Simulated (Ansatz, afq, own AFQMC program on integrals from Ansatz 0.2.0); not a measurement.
## AlNH, doublet in cc-pVDZ, levels against CCSDT(Q)

```json
{"atom": "Al", "x (Å)": "0.0000", "y (Å)": "0.0225", "z (Å)": "0.5106"}
{"atom": "N", "x (Å)": "0.0000", "y (Å)": "-0.0885", "z (Å)": "-0.8690"}
{"atom": "H", "x (Å)": "0.0000", "y (Å)": "0.6257", "z (Å)": "-1.5921"}
```

Connectivity, by distances: Al–NH.

Basis cc-pVDZ. Noble-gas cores (and the filled d shells of Ga–Kr and In–Xe) are frozen. Integrals, coupled cluster, full CI and functionals: Ansatz 0.2.0; the random walks run on the same integrals in our own AFQMC program. ph-AFQMC/CISD is guided by a CISD state made of CCSD amplitudes; releasing the constraint for a short imaginary time cuts its bias at the price of noise, slowly where states lie close. ± is one standard error of the sampling.

Determinant: UHF, the one that the program's search chose, which needn't be the lowest solution. The geometry is a point of a scan.

No full CI on the walks' own integrals is used here; CCSDT(Q) serves as the reference and is uncertain by about the last step of the cluster series.

```
T1 diagnostic                               : 0.0346
weight of the determinant in the CISD state : 0.885
⟨S²⟩ of the determinant                     : 0.768
size of the correlated space                : 9 electrons in 31 orbitals
```

| level | correlation energy (eV) |
| --- | --- |
| MP2 | -5.8402 |
| CCSD | -6.1145 |
| CCSD(T) | -6.3679 |

Estimate where phaseless AFQMC with a CISD trial lies against CCSD(T) on the same integrals.

1.2 ± 1.6 kJ/mol below CCSD(T). The gap is under twice the noise, so this walk alone can't tell the two apart.

Reference: CCSDT(Q), correlation energy -6.425 eV. The released energy is read at 2.40 1/Eh (meV from the phaseless value at times in 1/Eh: -15 ± 21 at 0.24, -38 ± 22 at 0.51, 3 ± 17 at 0.99, -52 ± 16 at 1.62, -34 ± 26 at 2.40).

```csv
level,E − E(reference) (kJ/mol),share of correlation (%)
CCSD(T),5.5,99.11
CCSDT,3.4,99.45
ph-AFQMC/CISD,4.4 ± 1.6,99.29
released AFQMC,1.1 ± 2.5,99.82
```

A walk keeps the symmetry of its determinant, which the program's search chose and which needn't be the lowest solution, so a lower state of the same spin and another symmetry isn't excluded. Released energies are given only where the last usable release times agree within the noise; a slower fall can still hide under it.
